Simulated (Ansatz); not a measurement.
CH4O beside H2Te: one fragment in the basis of the whole pair (the partner's atoms are ghosts).

Input (in.yaml):

```yaml
crystal:
  periodic: [false, false, false]
  atoms:
    - {symbol: C, position_ang: [-0.071992, 0.550089, -1.375414]}
    - {symbol: O, position_ang: [-0.441557, -0.682471, -0.792967]}
    - {symbol: H, position_ang: [-0.673886, 1.320912, -0.894085]}
    - {symbol: H, position_ang: [-0.276558, 0.571977, -2.451732]}
    - {symbol: H, position_ang: [0.985808, 0.786093, -1.209795]}
    - {symbol: H, position_ang: [0.084364, -1.383273, -1.184588]}
basis:
  gaussian:
    orbitals: def2-SVP
    ghost_atoms:
      - {symbol: Te, position_ang: [-0.500379, -0.672344, 2.268613]}
      - {symbol: H, position_ang: [0.952399, -0.048554, 1.782685]}
      - {symbol: H, position_ang: [-0.058099, -0.442530, 3.857283]}
hamiltonian: {xc: lda}
```

Command:

```bash
ansatz run in.yaml --threads 4 --pin off --events-out ev --progress --plain --max-ram 9574MiB
```

The run's output (Ansatz 0.2.0):

```
Functional definition: SPW92
  name "SPW92"
  cite "Dirac, Proc. Camb. Phil. Soc. 26, 376 (1930) doi:10.1017/S0305004100016108"
  cite "Slater, Phys. Rev. 81, 385 (1951) doi:10.1103/PhysRev.81.385"
  cite "Perdew & Wang, Phys. Rev. B 45, 13244 (1992) doi:10.1103/PhysRevB.45.13244"
  exchange = slater_x
  correlation = pw_c
802 factors; their error is unknown
mean field evaluation 1: about -3115.2090 eV, gradient 5.1e1 eV
mean field evaluation 2: about -3105.2804 eV, gradient 8.7e1 eV
mean field evaluation 4: about -3120.9110 eV, gradient 4.5e0 eV
mean field evaluation 8: about -3120.9334 eV, gradient 2.2e-2 eV
mean field -3120.93339463 eV, -114.6921868082 hartree, gradient 8.4e-5 eV, S^2 0.000000; 0 other end points of the search recorded, 0 dependent functions left out
reference -3120.93342860 eV, -114.6921880566 hartree; 9, 9 occupied and 75, 75 virtual orbitals, 802 factors
Total energy: -3120.93342860 eV, -114.6921880566 hartree
```

The run took about 0.15 s on 4 CPU threads of an AMD EPYC 9R45 (shared host).
